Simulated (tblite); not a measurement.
**Question.** Give a GFN2-xTB geometry of InChI=1S/C4H2OS/c5-4-1-3(4)2-6/h1-2H.

**Answer.** 
```
atom  x, y, z in Å
O1    -1.5362    1.8994   -0.3821
C2    -1.1544    0.8014   -0.1630
C3    -1.2103   -0.5491    0.1834
C4     0.0380   -0.0997   -0.1024
C5     1.4259   -0.2082   -0.1352
S6     2.2921   -0.3612    1.2448
H7    -1.7755   -1.4224    0.4149
H8     1.9295   -0.0508   -1.0852
```

Orientation and origin are arbitrary. Atoms count from 1 in this order. The 3-membered ring C2–C3–C4 has internal angles of 55.9° to 65.8°. The C–C distances run from 1.357 Å (C3–C4, drawn aromatic) to 1.496 Å (C2–C4, drawn aromatic), a spread of 0.139 Å.

Bonds between heavy atoms (Å): O1=C2 1.183, C2–C3 1.395, C3–C4 1.357, C4–C5 1.392, C5=S6 1.637, C2–C4 1.496.

Structure optimised with GFN2-xTB, isolated species.

Point group: C1 (no symmetry element, even within 0.4 Å). Its GFN2-xTB frequencies are all real (lowest 58 cm⁻¹). The numbers are those of one conformer (C3–C4–C5–S6 -61°).

Hardware: an Arm Neoverse N1 with one thread, on a shared host. Cost: 0.33 s of wall time. That covers the optimisation of the geometry.

These are computed values.
